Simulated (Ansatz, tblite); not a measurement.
Zone-centre TO phonon frequency (cm⁻¹) of solids drawn from the class of tetrahedrally bonded semiconductors and semimetals, at two levels: GFN2-xTB tight binding with its D4 term, in tblite, supercell at the zone centre, Fermi filling at 1000 K (free energies), no spin polarisation (tblite), and PBE (PAW; Ansatz, a first-principles code).

```
solid                               GFN2-xTB  PBE  shift (%)
----------------------------------  --------  ---  ---------
zinc-blende CdS (metastable phase)       187  216      +15.5
zinc-blende BP                           739  800       +8.3
zinc-blende CdSe                         111  155        +40
zinc-blende AlAs                         251  345        +37
zinc-blende BAs                          567  677      +19.4
zinc-blende AgI (metastable phase)       116   90        -22
zinc-blende GaP                          298  345      +15.8
zinc-blende ZnSe                         153  195        +27
zinc-blende CuCl                         150  132      -12.0
zinc-blende GaAs                         166  252        +52
```

The shifts run from -22 % to +52 %, with a median of +17.6 %.

Over all 10 rows PBE is the larger in 8.

Ansatz's runs of these crystals have no spin polarisation.

Spin–orbit coupling is left out, also for the solids with elements from indium on (zinc-blende AgI); its size isn't shown.

Each level is taken at its own relaxed cell. Caveats: the method was fitted mainly to molecules (GFN2-xTB: zinc-blende CdS, zinc-blende BP, zinc-blende CdSe, zinc-blende AlAs, zinc-blende BAs, zinc-blende AgI and 4 more); the run uses a supercell at the zone centre in place of a k mesh (GFN2-xTB: zinc-blende CdS, zinc-blende BP, zinc-blende CdSe, zinc-blende AlAs, zinc-blende BAs, zinc-blende AgI and 4 more). Ansatz's density-functional and Hartree–Fock values are scalar-relativistic unless marked +SOC, with PAW data made under PBE.
